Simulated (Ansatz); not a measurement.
Process, species as SMILES: [SH] (SH) → H atom + S atom
B3LYP-D3(BJ)/def2-TZVP geometries, fixed; electronic energies without zero-point terms.

Basis-set convergence of the atomisation energy at B3LYP with Ansatz (an electronic-structure program). Cartesian d functions, on some or all atoms, in 6-31G*, 6-31+G*, 6-311G**, 6-311+G**; all else is spherical. The program fits the integrals of some runs and decomposes those of others, by size. Open shells are unrestricted. No added dispersion term, no relativity. Functions are those of the species that has most. Reference: the value in aug-cc-pV(5+d)Z, 88.35 kcal/mol. Deviations are taken from unrounded values.

```json
[
 {"basis": "6-31G*", "functions": "21", "atomisation energy (kcal/mol)": "84.54"},
 {"basis": "6-31+G*", "functions": "25", "atomisation energy (kcal/mol)": "84.59"},
 {"basis": "def2-SVP", "functions": "23", "atomisation energy (kcal/mol)": "86.16"},
 {"basis": "def2-SVPD", "functions": "35", "atomisation energy (kcal/mol)": "87.21"},
 {"basis": "pcseg-1", "functions": "23", "atomisation energy (kcal/mol)": "85.47"},
 {"basis": "aug-pcseg-1", "functions": "36", "atomisation energy (kcal/mol)": "86.21"},
 {"basis": "cc-pV(D+d)Z", "functions": "28", "atomisation energy (kcal/mol)": "86.48"},
 {"basis": "aug-cc-pV(D+d)Z", "functions": "41", "atomisation energy (kcal/mol)": "87.19"},
 {"basis": "6-311G**", "functions": "33", "atomisation energy (kcal/mol)": "86.42"},
 {"basis": "6-311+G**", "functions": "37", "atomisation energy (kcal/mol)": "86.33"},
 {"basis": "def2-TZVP", "functions": "43", "atomisation energy (kcal/mol)": "87.63"},
 {"basis": "def2-TZVPD", "functions": "55", "atomisation energy (kcal/mol)": "88.04"},
 {"basis": "pcseg-2", "functions": "48", "atomisation energy (kcal/mol)": "87.69"},
 {"basis": "aug-pcseg-2", "functions": "73", "atomisation energy (kcal/mol)": "88.14"},
 {"basis": "cc-pV(T+d)Z", "functions": "53", "atomisation energy (kcal/mol)": "88.05"},
 {"basis": "aug-cc-pV(T+d)Z", "functions": "78", "atomisation energy (kcal/mol)": "88.25"},
 {"basis": "def2-TZVPP", "functions": "56", "atomisation energy (kcal/mol)": "88.08"},
 {"basis": "def2-TZVPPD", "functions": "68", "atomisation energy (kcal/mol)": "88.38"},
 {"basis": "cc-pV(Q+d)Z", "functions": "94", "atomisation energy (kcal/mol)": "88.27"},
 {"basis": "aug-cc-pV(Q+d)Z", "functions": "135", "atomisation energy (kcal/mol)": "88.33"},
 {"basis": "pcseg-3", "functions": "97", "atomisation energy (kcal/mol)": "88.32"},
 {"basis": "aug-pcseg-3", "functions": "138", "atomisation energy (kcal/mol)": "88.35"},
 {"basis": "def2-QZVPP", "functions": "100", "atomisation energy (kcal/mol)": "88.23"},
 {"basis": "def2-QZVPPD", "functions": "112", "atomisation energy (kcal/mol)": "88.30"},
 {"basis": "cc-pV(5+d)Z", "functions": "155", "atomisation energy (kcal/mol)": "88.31"},
 {"basis": "aug-cc-pV(5+d)Z", "functions": "216", "atomisation energy (kcal/mol)": "88.35"}
]
```

What the diffuse functions change, pair by pair:
- 6-31G* to 6-31+G*: 4 more functions, deviation -3.80 to -3.76 kcal/mol
- def2-SVP to def2-SVPD: 12 more functions, deviation -2.19 to -1.14 kcal/mol
- pcseg-1 to aug-pcseg-1: 13 more functions, deviation -2.88 to -2.13 kcal/mol
- cc-pV(D+d)Z to aug-cc-pV(D+d)Z: 13 more functions, deviation -1.87 to -1.16 kcal/mol
- 6-311G** to 6-311+G**: 4 more functions, deviation -1.92 to -2.02 kcal/mol
- def2-TZVP to def2-TZVPD: 12 more functions, deviation -0.72 to -0.31 kcal/mol
- pcseg-2 to aug-pcseg-2: 25 more functions, deviation -0.66 to -0.20 kcal/mol
- cc-pV(T+d)Z to aug-cc-pV(T+d)Z: 25 more functions, deviation -0.30 to -0.10 kcal/mol
- def2-TZVPP to def2-TZVPPD: 12 more functions, deviation -0.26 to 0.03 kcal/mol
- cc-pV(Q+d)Z to aug-cc-pV(Q+d)Z: 41 more functions, deviation -0.08 to -0.02 kcal/mol
- pcseg-3 to aug-pcseg-3: 41 more functions, deviation -0.03 to 0.00 kcal/mol
- def2-QZVPP to def2-QZVPPD: 12 more functions, deviation -0.12 to -0.05 kcal/mol
- cc-pV(5+d)Z to aug-cc-pV(5+d)Z: 61 more functions, deviation -0.04 to 0.00 kcal/mol

Leaving out the reference's own pair, they bring the value nearer the reference by more than 0.01 kcal/mol in 11 of 12 pairs.
